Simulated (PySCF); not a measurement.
Isomers of C5H9N and their computed core-level spectra.

Theory: delta-SCF UKS SCAN, pcX-2 on the ionised atom, pcseg-1 elsewhere, spin-free X2C (PySCF). Geometries: GFN2-xTB; isolated species, one conformer each.

Line lists (1s up to Mg, 2p3/2 beyond; areas count atoms within a level, one atom standing for each set equivalent by bonding):
1. C 1s: 290.51 (area 1), 290.68 (area 1), 290.73 (area 1), 291.10 (area 1), 291.28 (area 1) eV; N 1s: 404.19 eV
2. C 1s: 289.94 (area 1), 290.36 (area 1), 290.55 (area 1), 291.26 (area 1), 292.06 (area 1) eV; N 1s: 404.73 eV
3. C 1s: 289.23 (area 1), 290.36 (area 1), 291.02 (area 1), 291.67 (area 2) eV; N 1s: 405.46 eV
4. C 1s: 290.00 (area 1), 290.52 (area 1), 290.58 (area 1), 291.27 (area 1), 291.46 (area 1) eV; N 1s: 404.77 eV

Structures:
A. `C#CC[C@H](C)N`
B. `CN(C)C1=CC1`
C. `C1=NCCCC1`
D. `C#C[C@H](C)NC`

Task: Which list belongs to which compound?

Result: 
- 1 = C: another candidate has the same counts of sites, so positions decide. C 1s: 290.51 ring CH2 carbon, 290.68 ring CH2 carbon, 290.73 ring CH2 carbon, 291.10 sp3 carbon bound to nitrogen, 291.28 imine carbon; N 1s: 404.19 imine nitrogen.
- 2 = D: another candidate has the same counts of sites, so positions decide. C 1s: 289.94 terminal alkyne carbon, 290.36 alkyne carbon, 290.55 methyl carbon, 291.26 N-methyl carbon, 292.06 sp3 carbon bound to nitrogen; N 1s: 404.73 secondary amine nitrogen.
- 3 = B: no other candidate has these counts of sites. C 1s: 289.23 alkene CH carbon, 290.36 allylic carbon, 291.02 vinylic carbon bearing nitrogen, 291.67 N-methyl carbon (×2); N 1s: 405.46 enamine nitrogen.
- 4 = A: another candidate has the same counts of sites, so positions decide. C 1s: 290.00 terminal alkyne carbon, 290.52 methyl carbon, 290.58 alkyne carbon, 291.27 propargylic carbon, 291.46 sp3 carbon bound to nitrogen; N 1s: 404.77 primary amine nitrogen.

3 of these hole states are spin-contaminated (⟨S²⟩ up to 0.87, against 0.75; counted from 0.85) and less certain.
